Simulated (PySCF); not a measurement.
Compound: C3H7F2N.
Z-matrix (Å and degrees, GFN2-xTB geometry), rows numbered from 1:
```
C 
C   1  1.5138
F   2  1.3682  1  110.27
F   2  1.3704  1  109.86  3   114.39
C   2  1.5304  1  114.41  3  -122.89
N   5  1.4508  2  109.27  1   -53.91
H   1  1.0856  2  108.73  3   174.89
H   1  1.0870  2  109.56  3   -64.58
H   1  1.0855  2  109.10  3    55.39
H   5  1.1026  2  107.46  1  -178.66
H   5  1.0928  2  107.98  1    64.52
H   6  1.0132  5  110.27  2   179.44
H   6  1.0154  5  109.82  2   -61.90
```

Computed with TDDFT B3LYP/def2-SVPD, vertical, gas phase, core orbitals frozen in the response (PySCF).

Orbital energies (eV): HOMO-3 -10.75, HOMO-2 -10.67, HOMO-1 -9.29, HOMO -7.20, LUMO 0.28, LUMO+1 1.05, LUMO+2 1.35.

Computed singlets:

```
state  E (eV)       f
   S1    6.34   0.010
   S2    7.38  0.0066
   S3    7.53   0.014
   S4    7.93   0.042
   S5    8.27   0.013
   S6    8.61   0.024
   S7    8.66   0.022
   S8    8.90  0.0029
```

Q: Assign a leading configuration to S1, S2, S3 and S7 and set E beside the orbital difference Δε.

A: 

```
state  leading configuration  weight  Δε (eV)  E (eV)  E − Δε (eV)       f  other configurations
   S1              HOMO→LUMO    0.97     7.49    6.34        -1.14   0.010                     –
   S2            HOMO→LUMO+1    0.87     8.26    7.38        -0.88  0.0066            H→L+2 (8%)
   S3            HOMO→LUMO+2    0.82     8.56    7.53        -1.03   0.014                     –
   S7            HOMO-1→LUMO    0.97     9.57    8.66        -0.91   0.022                     –
```

E − Δε runs from -1.14 to -0.88 eV. Among themselves, these states come in the order of their orbital differences.

H and L stand for HOMO and LUMO. The other states: S4 7.93 eV, f 0.042, H→L+3 (86%); S5 8.27 eV, f 0.013, H→L+4 (95%); S6 8.61 eV, f 0.024, H→L+5 (93%); S8 8.90 eV, f 0.0029, H→L+6 (89%).

Q: Which computed triplets share their leading configuration (75% or more) with a singlet, and how far apart are the partners?

A: 

| configuration | triplet | E(T) (eV) | singlet | E(S) (eV) | E(S) − E(T) (eV) |
| --- | --- | --- | --- | --- | --- |
| HOMO→LUMO | T1 | 6.07 | S1 | 6.34 | +0.27 |

The 3 triplets are Tamm–Dancoff values, the singlets full response.

Summed over the main configurations (up to three a state, each over 8%) of all 8 singlets, the electron leaves HOMO with weight 6.38 and HOMO-1 with weight 0.97.

On one thread of an Arm Neoverse V2, shared host, this took 22 s.

One conformer stands for the species.
